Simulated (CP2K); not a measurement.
# CH2BN (SMILES BC#N) at 3 levels

Wanted: a comparison of 3 runs (B3LYP/6-31G*, PBE0/TZV2P-MOLOPT-PBE0-GTH, GFN2-xTB) of CH2BN. 

The calculation is run with CP2K 2026.2.

1 further run of the same task is left out (it didn't finish). Runs told in other sessions of the task aren't counted.

## 1. Starting point

The species is CH2BN (5 atoms), meant as a singlet with charge 0. SMILES: `BC#N`. The B1–H4 distance was set to 2.615 Å, away from the relaxed value. At this shape a bond of the SMILES string is far longer than usual.

Bond lengths: B1–C2 1.522 Å, C2–N3 1.154 Å, B1–H5 1.189 Å. Angles: B1–C2–N3 180.0°, C2–B1–H5 118.9°.

## 2. A single-point energy at B3LYP/6-31G(d) (spherical functions) (run 1)

calc.inp reads:

```
&GLOBAL
 PROJECT_NAME calc
 RUN_TYPE ENERGY
 PRINT_LEVEL MEDIUM
&END GLOBAL

&FORCE_EVAL
 METHOD QS
 &DFT
  BASIS_SET_FILE_NAME ./6_31gs.basis
  POTENTIAL_FILE_NAME POTENTIAL
  CHARGE 0
  MULTIPLICITY 1
  &QS
   METHOD GAPW
   EPS_DEFAULT 1.0E-10
  &END QS
  &MGRID
   CUTOFF 280
   REL_CUTOFF 50
   NGRIDS 4
  &END MGRID
  &POISSON
   PERIODIC NONE
   POISSON_SOLVER MULTIPOLE
  &END POISSON
  ! self-consistent field
  &SCF
   SCF_GUESS ATOMIC
   EPS_SCF 1.0E-07
   MAX_SCF 100
   ADDED_MOS 5
   &DIAGONALIZATION
    ALGORITHM STANDARD
   &END DIAGONALIZATION
   &MIXING
    METHOD DIRECT_P_MIXING
    ALPHA 0.4
   &END MIXING
  &END SCF
  ! exchange and correlation
  &XC
   &XC_FUNCTIONAL
    &HYB_GGA_XC_B3LYP
    &END HYB_GGA_XC_B3LYP
   &END XC_FUNCTIONAL
   ! exact exchange
   &HF
    FRACTION 0.2
    &SCREENING
     EPS_SCHWARZ 1.0E-10
     SCREEN_ON_INITIAL_P F
    &END SCREENING
    &INTERACTION_POTENTIAL
     POTENTIAL_TYPE COULOMB
    &END INTERACTION_POTENTIAL
    &MEMORY
     MAX_MEMORY 1050
    &END MEMORY
   &END HF
  &END XC
  &PRINT
   &MOMENTS
    PERIODIC F
    REFERENCE COM
    MAX_MOMENT 1
   &END MOMENTS
   &MO ON
    ENERGIES T
    OCCUPATION_NUMBERS T
    NDIGITS 6
    &EACH
     QS_SCF 0
    &END EACH
    ADD_LAST NUMERIC
   &END MO
   &LOWDIN ON
   &END LOWDIN
   &HIRSHFELD OFF
   &END HIRSHFELD
  &END PRINT
 &END DFT
 &SUBSYS
  &CELL
   ABC [angstrom] 9.2 10.1 10.7
   PERIODIC NONE
  &END CELL
  &COORD
   UNIT bohr
   B      0.7765168     1.4096922     1.7025091
   C      1.8572512    -0.7408161     3.2758950
   N      2.6770144    -2.3714608     4.4692571
   H     -1.4065232     0.3541347    -2.6032867
   H      0.9528283     3.5123905     2.4720055
  &END COORD
  &TOPOLOGY
   &CENTER_COORDINATES
   &END CENTER_COORDINATES
  &END TOPOLOGY
  &KIND B
   BASIS_SET 6-31Gs
   POTENTIAL ALL
   LEBEDEV_GRID 194
   RADIAL_GRID 100
  &END KIND
  &KIND C
   BASIS_SET 6-31Gs
   POTENTIAL ALL
   LEBEDEV_GRID 194
   RADIAL_GRID 100
  &END KIND
  &KIND N
   BASIS_SET 6-31Gs
   POTENTIAL ALL
   LEBEDEV_GRID 194
   RADIAL_GRID 100
  &END KIND
  &KIND H
   BASIS_SET 6-31Gs
   POTENTIAL ALL
   LEBEDEV_GRID 194
   RADIAL_GRID 100
  &END KIND
 &END SUBSYS
&END FORCE_EVAL
```

Launch:

```sh
OMP_NUM_THREADS=1 cp2k.psmp -i calc.inp -o calc.out
```

What it wrote:

```text
CP2K| version string:                                       CP2K version 2026.2
[...]
 GLOBAL| Method name                                                        CP2K
[...]
 GLOBAL| Run type                                                         ENERGY
[...]
 DFT| Spin restricted Kohn-Sham (RKS) calculation                            RKS
 DFT| Multiplicity                                                             1
[...]
 DFT| Charge                                                                   0
[...]
 FUNCTIONAL| HYB_GGA_XC_B3LYP:
[...]
 QS| Method:                                                                GAPW
[...]
 QS| Density cutoff [a.u.]:                                                140.0
[...]
 QS| Relative density cutoff [a.u.]:                                        25.0
[...]
                             - Atoms:                                          5
[...]
                             - Spherical basis functions:                     46
[...]
 Number of electrons:                                                         20
[...]
     1 P_Mix/Diag. 0.40E+00    2.6     0.65198771      -118.9817699666 -1.19E+02
[...]
    17 DIIS/Diag.  0.16E-06    1.1     0.00000005      -118.7030813317 -1.42E-14
  *** SCF run converged in    17 steps ***
[...]
  Overlap energy of the core charge distribution:               0.00003698053496
  Self energy of the core charge distribution:                -95.98560908878152
  Core Hamiltonian energy:                                    -20.69887054066828
  Hartree energy:                                              37.77873536440008
  Exchange-correlation energy:                                 -4.98940545786102
  Hartree-Fock Exchange energy:                                -3.21843618552904
[...]
                     Mulliken Population Analysis
 #  Atom  Element  Kind  Atomic population                           Net charge
       1     B        1          4.878462                              0.121538
       2     C        2          5.863898                              0.136102
       3     N        3          7.216818                             -0.216818
       4     H        4          1.088944                             -0.088944
       5     H        4          0.951877                              0.048123
 # Total charge                             20.000000                 -0.000000
[...]
  Dipole moment [Debye]
    X= -0.1953685E+00 Y=  0.1954965E+01 Z=  0.4258732E-01  Total=      1.9651642
 ENERGY| Total FORCE_EVAL ( QS ) energy [hartree]           -118.703081331695671
[...]
```

Run time: 22 s. Hardware: 1 thread of Arm Neoverse V1, shared host; peak memory 0.56 GiB.

## 3. The energy at PBE0/TZV2P-MOLOPT-PBE0-GTH (core potential) (run 2)

job.inp reads:

```
&GLOBAL
  PROJECT_NAME job
  RUN_TYPE ENERGY
  PRINT_LEVEL MEDIUM
&END GLOBAL

&FORCE_EVAL
  METHOD Quickstep
  &DFT
    BASIS_SET_FILE_NAME BASIS_MOLOPT_UZH
    BASIS_SET_FILE_NAME BASIS_ADMM_UZH
    POTENTIAL_FILE_NAME POTENTIAL_UZH
    &QS
      METHOD GPW
      EPS_DEFAULT 1.0E-10
    &END QS
    &MGRID
      CUTOFF 400
      REL_CUTOFF 50
      NGRIDS 4
    &END MGRID
    &POISSON
      PERIODIC NONE
      POISSON_SOLVER MULTIPOLE
    &END POISSON
    &SCF
      SCF_GUESS ATOMIC
      EPS_SCF 1.0E-06
      MAX_SCF 30
      &OT
        MINIMIZER DIIS
        PRECONDITIONER FULL_SINGLE_INVERSE
      &END OT
      &OUTER_SCF
        EPS_SCF 1.0E-06
        MAX_SCF 10
      &END OUTER_SCF
    &END SCF
    &XC
      &XC_FUNCTIONAL
        &PBE
          SCALE_X 0.75
          SCALE_C 1.0
        &END PBE
      &END XC_FUNCTIONAL
      &HF
        FRACTION 0.25
        &SCREENING
          EPS_SCHWARZ 1.0E-09
        &END SCREENING
        &MEMORY
          MAX_MEMORY 1050
        &END MEMORY
      &END HF
    &END XC
    &AUXILIARY_DENSITY_MATRIX_METHOD
      ADMM_TYPE ADMMS
      EXCH_CORRECTION_FUNC PBEX
    &END AUXILIARY_DENSITY_MATRIX_METHOD
    &PRINT
      &MOMENTS
        PERIODIC F
        REFERENCE COM
        MAX_MOMENT 1
      &END MOMENTS
      &MO_CUBES
        NLUMO 1
        NHOMO -1
        WRITE_CUBE F
      &END MO_CUBES
      &HIRSHFELD OFF
      &END HIRSHFELD
    &END PRINT
  &END DFT
  &SUBSYS
    &CELL
      ABC 9.2 10.1 10.7
      PERIODIC NONE
    &END CELL
    &COORD
      B      0.410915     0.745977     0.900929
      C      0.982815    -0.392023     1.733529
      N      1.416615    -1.254923     2.365029
      H     -0.744300     0.187400    -1.377600
      H      0.504215     1.858677     1.308129
    &END COORD
    &TOPOLOGY
      &CENTER_COORDINATES
      &END CENTER_COORDINATES
    &END TOPOLOGY
    &KIND B
      BASIS_SET ORB TZV2P-MOLOPT-PBE0-GTH-q3
      BASIS_SET AUX_FIT admm-tzp-q3
      POTENTIAL GTH-PBE0-q3
    &END KIND
    &KIND C
      BASIS_SET ORB TZV2P-MOLOPT-PBE0-GTH-q4
      BASIS_SET AUX_FIT admm-tzp-q4
      POTENTIAL GTH-PBE0-q4
    &END KIND
    &KIND N
      BASIS_SET ORB TZV2P-MOLOPT-PBE0-GTH-q5
      BASIS_SET AUX_FIT admm-tzp-q5
      POTENTIAL GTH-PBE0-q5
    &END KIND
    &KIND H
      BASIS_SET ORB TZV2P-MOLOPT-PBE0-GTH-q1
      BASIS_SET AUX_FIT admm-tzp-q1
      POTENTIAL GTH-PBE0-q1
    &END KIND
  &END SUBSYS
&END FORCE_EVAL
```

Launch:

```sh
OMP_NUM_THREADS=1 cp2k.psmp -i job.inp -o job.out
```

What it wrote:

```text
CP2K| version string:                                       CP2K version 2026.2
[...]
 GLOBAL| Method name                                                        CP2K
[...]
 GLOBAL| Run type                                                         ENERGY
[...]
 DFT| Spin restricted Kohn-Sham (RKS) calculation                            RKS
 DFT| Multiplicity                                                             1
[...]
 DFT| Charge                                                                   0
[...]
 FUNCTIONAL| PBE:
 QS| Method:                                                                 GPW
[...]
 QS| Density cutoff [a.u.]:                                                200.0
[...]
 QS| Relative density cutoff [a.u.]:                                        25.0
[...]
                             - Atoms:                                          5
[...]
                             - Spherical basis functions:                    115
[...]
 Number of electrons:                                                         14
[...]
     1 OT DIIS     0.80E-01    3.8     0.21722587       -17.2416183598 -1.72E+01
[...]
     8 OT DIIS     0.80E-01    2.5     0.00000098       -19.3995786668 -6.67E-10
  *** SCF run converged in     8 steps ***
[...]
  Overlap energy of the core charge distribution:               0.00000883268776
  Self energy of the core charge distribution:                -47.24085515381881
  Core Hamiltonian energy:                                     13.78187269603687
  Hartree energy:                                              19.73729048456052
  Exchange-correlation energy:                                 -4.38830559100445
  Hartree-Fock Exchange energy:                                -1.28958993521540
  Total energy:                                               -19.39957866675353
[...]
                     Mulliken Population Analysis
 #  Atom  Element  Kind  Atomic population                           Net charge
       1     B        1          2.993148                              0.006852
       2     C        2          3.928120                              0.071880
       3     N        3          5.111524                             -0.111524
       4     H        4          0.998766                              0.001234
       5     H        4          0.968441                              0.031559
 # Total charge                             14.000000                  0.000000
[...]
  Dipole moment [Debye]
    X= -0.3327391E+00 Y=  0.2069051E+01 Z= -0.1937893E+00  Total=      2.1045766
[...]
 HOMO - LUMO gap [eV] :    3.744688
 ENERGY| Total FORCE_EVAL ( QS ) energy [hartree]            -19.399578666753527
[...]
```

Run time: 99 s. Hardware: 1 thread of Arm Neoverse V1, shared host; peak memory 0.96 GiB.

## 4. The energy at GFN2-xTB (run 3)

calc.inp reads:

```
&GLOBAL
   PROJECT_NAME calc
   RUN_TYPE ENERGY
   PRINT_LEVEL MEDIUM
&END GLOBAL
&FORCE_EVAL
   METHOD QUICKSTEP
   &DFT
      CHARGE 0
      MULTIPLICITY 1
      &QS
         METHOD XTB
         EPS_DEFAULT 1.0E-10
         &XTB
            GFN_TYPE TBLITE
            &TBLITE
               METHOD GFN2
            &END TBLITE
            CHECK_ATOMIC_CHARGES F
         &END XTB
      &END QS
      &POISSON
         PERIODIC NONE
         POISSON_SOLVER ANALYTIC
      &END POISSON
      &SCF
         SCF_GUESS ATOMIC
         EPS_SCF 1.0E-07
         MAX_SCF 150
         ADDED_MOS 4
         &DIAGONALIZATION
            ALGORITHM STANDARD
         &END DIAGONALIZATION
         &MIXING
            METHOD DIRECT_P_MIXING
            ALPHA 0.4
         &END MIXING
         &SMEAR ON
            METHOD FERMI_DIRAC
            ELECTRONIC_TEMPERATURE [K] 300
         &END SMEAR
      &END SCF
      &PRINT
         &MOMENTS
            PERIODIC F
            REFERENCE COM
            MAX_MOMENT 1
         &END MOMENTS
         &MO ON
            ENERGIES T
            OCCUPATION_NUMBERS T
            NDIGITS 6
            &EACH
               QS_SCF 0
            &END EACH
            ADD_LAST NUMERIC
         &END MO
         &HIRSHFELD OFF
         &END HIRSHFELD
      &END PRINT
   &END DFT
   &SUBSYS
      &CELL
         ABC [angstrom] 18.2 19.1 19.7
         PERIODIC NONE
      &END CELL
      &COORD
         B      0.410915     0.745977     0.900929
         C      0.982815    -0.392023     1.733529
         N      1.416615    -1.254923     2.365029
         H     -0.744300     0.187400    -1.377600
         H      0.504215     1.858677     1.308129
      &END COORD
      &TOPOLOGY
         &CENTER_COORDINATES
         &END CENTER_COORDINATES
      &END TOPOLOGY
   &END SUBSYS
&END FORCE_EVAL
```

Launch:

```sh
OMP_NUM_THREADS=1 cp2k.psmp -i calc.inp > calc.out 2>&1
```

What it wrote:

```text
CP2K| version string:                                       CP2K version 2026.2
[...]
 GLOBAL| Method name                                                        CP2K
[...]
 GLOBAL| Run type                                                         ENERGY
[...]
                             - Atoms:                                          5
[...]
                             - Spherical basis functions:                     14
[...]
 Number of electrons:                                                         14
[...]
  *** SCF run converged in    26 steps ***
[...]
  Fermi energy:                                                -0.37058993334418
[...]
 TB_DIPOLE| Moment [Debye]         -0.03953921       1.47571003       0.23424038
 TB_DIPOLE| Derivative [a.u.]       0.00000000       0.00000000       0.00000000
[...]
 ENERGY| Total FORCE_EVAL ( QS ) energy [hartree]             -7.097331633958716
[...]
```

Run time: 0.28 s. Hardware: 1 thread of Arm Neoverse V1, shared host.

## 5. The series

```
run                                        level  core potential  scheme  energy (Eh)  dipole moment (D)  HOMO energy (eV)  LUMO energy (eV)  wall time
  1           B3LYP/6-31G* (spherical functions)            none    GAPW  -118.703081               1.97             -7.15             -3.78       22 s
  2  PBE0/TZV2P-MOLOPT-PBE0-GTH (core potential)        GTH-PBE0     GPW   -19.399579               2.10             -7.58             -3.84       99 s
  3                                     GFN2-xTB               –       –    -7.097332               1.49            -10.71             -9.46     0.28 s
```

## 6. What came out

| quantity | value |
| --- | --- |
| run 3: total energy | -7.09733 Eh |
| run 3: dipole moment (from atomic charges alone) | 1.49 D |
| run 3: HOMO energy | -10.71 eV |
| run 3: LUMO energy | -9.46 eV |
| run 3: HOMO–LUMO gap | 1.25 eV |
| run 3: dispersion energy | -4.76 kJ/mol |

What this shows: The dipole moment (its size) runs from 1.49 D (GFN2-xTB) to 2.10 D (PBE0/TZV2P-MOLOPT-PBE0-GTH). The two ends differ in method and basis and Hamiltonian and core potential. Some of these are taken from atomic charges alone. The HOMO–LUMO gap runs from 1.25 eV (GFN2-xTB) to 3.74 eV (PBE0/TZV2P-MOLOPT-PBE0-GTH). Totals of different functionals can't be ranked against each other. Some runs of one species differ in core potentials or relativity; totals across that change don't compare. In all runs a closed-shell determinant meets a far-stretched bond; if it breaks into open shells, such a determinant describes it badly, and no broken-symmetry solution was shown. All runs together took 2 min, the longest 99 s.
